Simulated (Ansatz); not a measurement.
# C2HSi (sextet): the correlation ladder, def2-QZVPP

One table from this session's results is given with a row withheld; the runs are named, their logs left out.

The runs use Ansatz 0.2.0, Gaussian basis; def2-QZVPP, core rule «outside noble gas», up to 7 orbitals frozen.

The runs, in order: UHF; ROHF; CCSD(T) on UHF.

4 further runs of the same task are left out: 4 set aside as unsound or not needed.

## What is computed

The geometry is a PBE0/def2-TZVP stationary point (not a proven minimum) of the parent state, kept for this charge and spin.

4 atoms, charge 0, spin multiplicity 6.

Atoms are counted from 1 here; the program's logs count them from 0.

Bond lengths: C1–Si2 1.736 Å, Si2–C3 1.700 Å, C3–H4 1.081 Å. Angles: C1–Si2–C3 135.3°, Si2–C3–H4 142.8°.

Coordinates:

```xyz
4
C2HSi
C     0.0000   -0.3567    1.6475
Si    0.0000    0.3028    0.0419
C     0.0000   -0.3455   -1.5294
H     0.0000   -0.0699   -2.5744
```

Set-up of the first run:

in.yaml reads:

```yaml
crystal:
  periodic: [false, false, false]
  atoms:
    - {symbol: C, position_ang: [0.000000, -0.356652, 1.647526]}
    - {symbol: Si, position_ang: [0.000000, 0.302766, 0.041878]}
    - {symbol: C, position_ang: [0.000000, -0.345459, -1.529412]}
    - {symbol: H, position_ang: [0.000000, -0.069934, -2.574356]}
basis:
  gaussian: {orbitals: "def2-QZVPP.json"}
magnetization: {spin_polarized: true, initial_magnetization: 5}
hamiltonian: {xc: hf}
output: {orbitals: {seedname: orbitals}}
```

Launch:

```bash
$ ansatz run in.yaml --threads 1 --pin off --events-out ev --progress --plain --max-ram 2393MiB
```

Among the steps run: UHF; ROHF; CCSD(T) on UHF.

One of the session's tables, all rows but one given; the rest of the session is left out.

It belongs to the step «Misses and costs». 

| method | from UCCSD(T) (meV) |
| --- | --- |
| ROHF | +10090.8 |
| UMP2 | ? |
| UCCSD | +484.3 |
| UCCSD(T) | 0 |

Estimate the missing values for UMP2.

As computed: from UCCSD(T) (meV): +1657.0. In the column «from UCCSD(T) (meV)» it lies between UCCSD (+484.3) and ROHF (+10090.8).

Left out of the table: UHF (another determinant or state than the rows shown).

Limits of these values: Warnings: spin contamination; coupled cluster took another determinant than the lowest.
